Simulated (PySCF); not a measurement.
## SiN⁺: frontier orbitals

PBE0 at R = 1.788 Å; basis Si def2-TZVP, N def2-TZVP; no relativity; PySCF 2.14. State: ³Σ⁻ (triplet), unpaired electrons π ↑↑. Only the outer orbitals are listed, counted within each symmetry.

```tsv
spin	orbital	occ.	ε (eV)	on Si (%)	main shells (%)
α	5σ	1	-30.91	17	78 N s, 9 Si s
α	6σ	1	-20.06	65	65 Si s, 22 N p, 13 N s
α	2π	1	-17.56	16	83 N p, 12 Si p
α	2π	1	-17.56	16	83 N p, 12 Si p
α	7σ	1	-15.80	51	45 N p, 27 Si p, 22 Si s
α	3π	0	-9.93	90	89 Si p, 10 N p
α	3π	0	-9.93	90	89 Si p, 10 N p
α	8σ	0	-6.15	105	82 Si p, 16 Si d
β	5σ	1	-27.63	25	70 N s, 15 Si s
β	6σ	1	-19.16	68	66 Si s, 17 N s, 15 N p
β	7σ	1	-15.20	44	50 N p, 29 Si p, 14 Si s
β	2π	0	-11.89	55	53 Si p, 44 N p
β	2π	0	-11.89	55	53 Si p, 44 N p
β	3π	0	-8.33	55	47 Si p, 45 N p
```

**Question.** Which are the highest filled and the lowest empty level, where do they sit, and how wide is the gap?

**Answer.** Highest filled β 7σ at -15.20 eV (in %: 50 N p, 29 Si p, 14 Si s); lowest empty β 2π at -11.89 eV (in %: 53 Si p, 44 N p); the gap at PBE0 is 3.31 eV.

```
bond order (Mayer)                                                                                                : 1.41
⟨S²⟩                                                                                                              : 2.006
charge on Si (Mulliken, basis-dependent)                                                                          : 0.97
charge on Si (Löwdin, basis-dependent)                                                                            : 0.91
dipole moment (positive dipole points towards N; it is taken about the centre of mass and depends on that origin) : -2.58 D
polarisability along the bond                                                                                     : 30.2 bohr³
polarisability across the bond                                                                                    : 33.5 bohr³
```

Shares are Mulliken populations and can fall outside 0 to 100 %.

The state was picked by a PBE0 search and need not be the measured ground state.
